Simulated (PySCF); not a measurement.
# Simulated absorption spectrum

Compound: CH5Al.
Structure used (PBE0-D3(BJ)/def2-SVP), in Å, numbered top down from 1:
```
atom  x, y, z in Å
C1    -0.8581   -0.0249   -0.2492
Al2    1.0261    0.0037    0.2745
H3    -1.0403    0.5978   -1.1416
H4    -1.4751    0.4132    0.5562
H5    -1.2452   -1.0360   -0.4487
H6     1.7854    1.3970    0.4223
H7     1.8239   -1.3387    0.5907
```

The calculation used PySCF, TDDFT CAM-B3LYP/def2-SVPD, vertical, gas phase, core orbitals frozen in the response.

Each state is given a Gaussian of 0.3 eV full width at half maximum, with ε(max) = 2.175×10⁸ f / Δν̃ (Δν̃ the width in cm⁻¹). The width is an assumption, not a result. The curve ends short of the highest state used, and states not computed would add to its high-energy end.

λ (nm), ε (L mol⁻¹ cm⁻¹) and a bar:
```
    148.1      22576 ##############################
    150.5      13669 ##################
    152.9       7955 ###########
    155.3       2353 ###
    157.6       1150 ##
    160.0       1605 ##
    162.4       2651 ####
    164.8       6480 #########
    167.2      10535 ##############
    169.5       9007 ############
    171.9       4075 #####
    174.3       1018 #
    176.7        147 
    179.1         13 
    181.4          1 
    183.8          0 
    186.2          0 
    188.6          0 
    191.0          0 
    193.3          0 
    195.7          0 
    198.1          0 
    200.5          0 
    202.9          0 
    205.2          0 
    207.6          0 
    210.0          0 
    212.4          1 
    214.8          4 
    217.1         14 
    219.5         42 
    221.9         95 
    224.3        169 
    226.7        241 
    229.0        277 
    231.4        264 
    233.8        208 
    236.2        138 
    238.6         77 
    240.9         38 
    243.3         16 
    245.7          6 
    248.1          2 
    250.5          1
```

(1) Where are the band maxima, and which computed states make them?

(2) Coming from long wavelengths, where does ε first pass 100 L mol⁻¹ cm⁻¹?

(3) On this curve, what absorbance would a 10⁻³ mol/L sample give at 222 nm over a 1 cm path?

Answers

(1) 230 nm (5.40 eV), ε about 280, made up of S1 (100%); 168 nm (7.39 eV), ε about 11000, made up of S3 (100%) (ε in L mol⁻¹ cm⁻¹; maxima over ε = 5, shares over 10%). At its high-energy end, 8.37 eV, the curve is still rising (ε about 22000, from S5, S7 and S8). The states used: S1 5.40 eV (f 0.0031); S2 5.48 eV (f 0.0000); S3 7.39 eV (f 0.119); S4 7.74 eV (f 0.015); S5 8.21 eV (f 0.100); S6 8.26 eV (f 0.027); S7 8.53 eV (f 0.227); S8 8.55 eV (f 0.214); S9 8.87 eV (f 0.0007); S10 8.97 eV (f 0.0095).

(2) At about 238 nm (5.22 eV), 0.18 eV below S1.

(3) 222 nm is 5.585 eV, where ε is about 98 L mol⁻¹ cm⁻¹, so A = ε c l ≈ 0.098 (Beer–Lambert, with the gas-phase spectrum and the assumed width).

The vertical ionisation energy (ΔSCF) is 10.55 eV, 1.58 eV above S10.

On one thread, Arm Neoverse V1, shared host, this took 11 s wall.
